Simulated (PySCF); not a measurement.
**Working out the ionisation energy of B**

B [He] 2s2 2p1 (2P) → B⁺ [He] 2s2 (1S). Computed with PySCF 2.14 in def2-TZVP, with no relativity, point nucleus. Frozen: 1s2. Energies in hartree (1 hartree = 27.21139 eV):

| part | B (lower) | B⁺ (upper) |
| --- | --- | --- |
| UHF | -24.532333 | -24.236832 |
| CCSD correlation | -0.064260 | -0.059459 |
| (T) | -0.001314 | 0.000000 |

**Question.** What does Hartree-Fock give?

**Answer.** (-24.236832) − (-24.532333) = 0.295501 hartree = 8.041 eV.

**Question.** What do CCSD and CCSD(T) give?

**Answer.** The CCSD correlation energies differ by 0.004801 hartree = 0.131 eV and the triples by 0.001314 hartree = 0.036 eV, so CCSD gives 8.172 eV and CCSD(T) 8.208 eV.

Measured between the centres of the two terms (NIST): 8.297 eV, so CCSD(T) (valence) is off by -0.089 eV.

The coupled-cluster amplitudes are large, so a single reference is strained.

What remains against the reference includes basis incompleteness, the frozen core and higher excitations.
